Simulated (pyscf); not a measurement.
HO–PH–OH + H₂ -> HO–PH–OH + H₂ (four-centre exchange; singlet surface; H–O, H–H broken, H–O, H–H formed). Single points on ωB97X-D3(BJ)/def2-SVP structures (PySCF, gas phase). Energies in kJ/mol from the separated reactants.

| level | barrier | reaction energy |
|---|---|---|
| ωB97X-D3(BJ)/def2-TZVP | 291.1 | 0.0 |
| PBE/def2-TZVP | 248.0 | 0.0 |
| B3LYP-D3(BJ)/def2-TZVP | ___ | 0.0 |
| PBE0-D3(BJ)/def2-TZVP | ___ | 0.0 |
| ωB97M-D3(BJ)/def2-TZVP | 283.8 | 0.0 |
| HF/def2-TZVP | 375.6 | 0.0 |

Question: Fill in the missing entries.

Answer: 
- B3LYP-D3(BJ)/def2-TZVP, barrier: 277.2
- PBE0-D3(BJ)/def2-TZVP, barrier: 270.5

The functionals in the table span 43.1 kJ/mol in this barrier, from PBE to ωB97X-D3(BJ)/def2-TZVP. The same reactants have a lower exit, to HO–PH₂ + H₂O (barrier +257.9 kJ/mol at ωB97M-D3(BJ)/def2-TZVP, against +283.8 kJ/mol here). Another saddle between the same species, by other bonds, lies lower (229.9 kJ/mol against 283.8 kJ/mol at ωB97M-D3(BJ)/def2-TZVP).
